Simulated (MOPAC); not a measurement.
MOPAC input (MNDO):

```
MNDO 1SCF CHARGE=1 GEO-OK AUX(PRECISION=9) THREADS=1
C2HF3N

C    -0.00159204 1   -0.00021295 1   -0.45999677 1
C     0.00380641 1    0.00050915 1    1.09980700 1
F    -0.02191591 1    1.25327827 1   -0.84171461 1
F     1.09229255 1   -0.61076651 1   -0.84470792 1
F    -1.07911077 1   -0.64368004 1   -0.83717749 1
N     0.00772575 1    0.00103340 1    2.23224164 1
H     0.01124075 1    0.00150357 1    3.24784744 1
```

**Question.** What heat of formation does the run end on, and which ionisation energy by Koopmans theorem?

**Answer.** 105.73 kcal/mol; 21.18 eV.
